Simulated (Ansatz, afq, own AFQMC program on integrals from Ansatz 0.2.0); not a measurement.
## SiNH₂, quartet: AFQMC among the cluster methods

```xyz
4

Si    0.0363   -0.1726    1.0969
N    -0.1392    0.2777   -2.1392
H     0.2925    1.1141    1.8137
H     0.6311   -0.1642   -2.6499
```

Connectivity, by distances: SiH ··· NH.

Basis cc-pVDZ. Only valence electrons are correlated. Integrals, coupled cluster, full CI and functionals: Ansatz 0.2.0; the random walks run on the same integrals in our own AFQMC program. ph-AFQMC/CISD is guided by a CISD state made of CCSD amplitudes; releasing the constraint for a short imaginary time cuts its bias at the price of noise, slowly where states lie close. Uncertainties: one standard error, sampling alone.

Determinant: UHF, the one that the program's search chose, which needn't be the lowest solution. The geometry is a point of a scan.

No full CI on the walks' own integrals is used here; CCSDT(Q) serves as the reference and is uncertain by about the last step of the cluster series.

Cautions: lower spins were not checked; unrestricted determinant slightly spin contaminated (⟨S²⟩ 3.80 against 3.75); the ph-AFQMC/HF walk drifts between its halves (2.2 errors).

The T1 diagnostic is 0.0192. The weight of the determinant in the CISD state is 0.883, the ⟨S²⟩ of the determinant is 3.800 and the size of the correlated space is 11 electrons in 36 orbitals.

```tsv
level	correlation energy (eV)
MP2	-4.6088
CCSD	-5.7965
CCSD(T)	-5.8888
```

Problem. Estimate where AFQMC with the constraint released lies against CCSD(T) on the same integrals.

Solution. 4.8 ± 1.5 kJ/mol below CCSD(T).

Reference: CCSDT(Q), correlation energy -5.918 eV. The released energy is read at 2.40 1/Eh (meV from the phaseless value at times in 1/Eh: -17 ± 13 at 0.24, -15 ± 12 at 0.51, -10 ± 9 at 0.99, -41 ± 13 at 1.62, -41 ± 16 at 2.40).

| level | E − E(reference) (kJ/mol) | share of correlation (%) |
| --- | --- | --- |
| CCSD(T) | 2.8 | 99.51 |
| CCSDT | 0.5 | 99.92 |
| ph-AFQMC/HF | 7.6 ± 5.2 | 98.67 |
| ph-AFQMC/CISD | 2.0 ± 0.9 | 99.65 |
| released AFQMC | -2.0 ± 1.5 | 100.35 |

Released energies are given only where the last usable release times agree within the noise; a slower fall can still hide under it.
